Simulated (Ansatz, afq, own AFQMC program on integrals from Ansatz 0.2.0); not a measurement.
Two steps: Ansatz 0.2.0 writes the Fock matrix and Cholesky factors of the valence space, and afq projects on them the lowest state that overlaps trial and start.

```yaml
crystal:
  periodic: [false, false, false]
  atoms:
    - {symbol: Ge, position_ang: [0.000000, 0.013176, 0.296556]}
    - {symbol: N, position_ang: [0.000000, -0.127734, -1.567079]}
    - {symbol: H, position_ang: [0.000000, 1.462996, 0.821916]}
    - {symbol: H, position_ang: [1.257753, -0.722789, 0.783980]}
    - {symbol: H, position_ang: [-1.257753, -0.722789, 0.783980]}
    - {symbol: H, position_ang: [0.000000, 0.808032, -1.985333]}
basis:
  gaussian: {orbitals: 6-31G}
magnetization: {spin_polarized: true, initial_magnetization: 1}
correlation: {method: ccsd_t, electrons: outside_noble_gas, hamiltonian_folder: ham}
```

```sh
$ ansatz run in.yaml --threads 1 --pin off --events-out ev --progress --plain --max-ram 1382MiB
```

afq runs on the folder ham with

```
--method phaseless --trial cisd --walkers 60 --populations 1 --least-time 40 --time-step 0.005 --steps-per-block 50 --equilibration-blocks 28 --max-blocks 300 --target-error 0.00043 --factor-cut 1e-05 --start spin_pure --seed 726 --release-times 0.24,0.51,0.99,1.62,2.4 --release-step 0.03 --release-every 4 --taylor-order 6
```

Times are imaginary, in 1/Eh. The walk had a cap of 873 s. Filled inner d shells are frozen with the cores.

afq prints:

```
orbitals 31  electrons 7 6  factors 263 of 513
reference energy -2131.70643241 Eh
CCSD correlation -0.17043448 Eh in 12 cycles, weight of the determinant in the CISD state 0.9075
energy of the start -2131.876672 Eh
 block  time / (1/Eh)  mean weight  energy / Eh
     1     0.250  0.9992  -2131.874162
     2     0.500  0.9992  -2131.874131
     3     0.750  1.0010  -2131.879642
     4     1.000  1.0008  -2131.878149
     5     1.250  0.9991  -2131.877114
     7     1.750  1.0006  -2131.878494
     9     2.250  0.9994  -2131.877676
    13     3.250  0.9967  -2131.876915
    21     5.250  0.9991  -2131.880200
    29     7.250  0.9985  -2131.878440
    37     9.250  0.9996  -2131.880327
    45    11.250  0.9990  -2131.888685
    53    13.250  1.0001  -2131.878143
    61    15.250  0.9989  -2131.880470
    69    17.250  1.0001  -2131.878994
    77    19.250  1.0001  -2131.880912
    85    21.250  0.9997  -2131.877488
    93    23.250  1.0008  -2131.880272
    97    24.250  0.9977  -2131.875818
   101    25.250  1.0014  -2131.881319
   109    27.250  1.0009  -2131.877139
   117    29.250  1.0016  -2131.880588
   125    31.250  1.0019  -2131.887549
   133    33.250  1.0018  -2131.881120
   141    35.250  1.0020  -2131.879753
   149    37.250  1.0005  -2131.880984
   157    39.250  0.9993  -2131.876834
   165    41.250  0.9989  -2131.882742
   173    43.250  0.9983  -2131.880989
   181    45.250  0.9999  -2131.877132
   185    46.250  0.9992  -2131.880429
blocks merged  error / Eh  count
     1  0.000232  160
     2  0.000282  80
     4  0.000321  40
     8  0.000346  20
    16  0.000317  10
released: time / (1/Eh)  energy / Eh  error  mean overlap
  0.24  -2131.881230  0.000347  0.9940
  0.51  -2131.880850  0.000311  0.9960
  0.99  -2131.880888  0.000368  0.9796
  1.62  -2131.880951  0.000467  0.9742
  2.40  -2131.880619  0.000378  0.9786
energy -2131.880364 +/- 0.000346 Eh
(rows thinned)
```

The run passed its tests (sampling time, drift between the halves within three errors, error under three times the target), which doesn't prove that it has relaxed.

Against this walk (error 9.4 meV) on the same determinant: CCSD(T) 16.8 meV higher (within the noise). The error is statistical and leaves out the bias of the constraint. Released to 2.40 1/Eh the energy moves by -7 ± 14 meV (both errors), within twice the noise.

Cautions: constraint bias not in the error; no relativity below Rb; no spin-orbit coupling; inner d shell frozen.

The walk took 3.1 min on 1 thread of Arm Neoverse V2, on a shared host. The log's last line is the phaseless energy.

A walk keeps the symmetry of its determinant, which the program's search chose and which needn't be the lowest solution, so a lower state of the same spin and another symmetry isn't excluded.
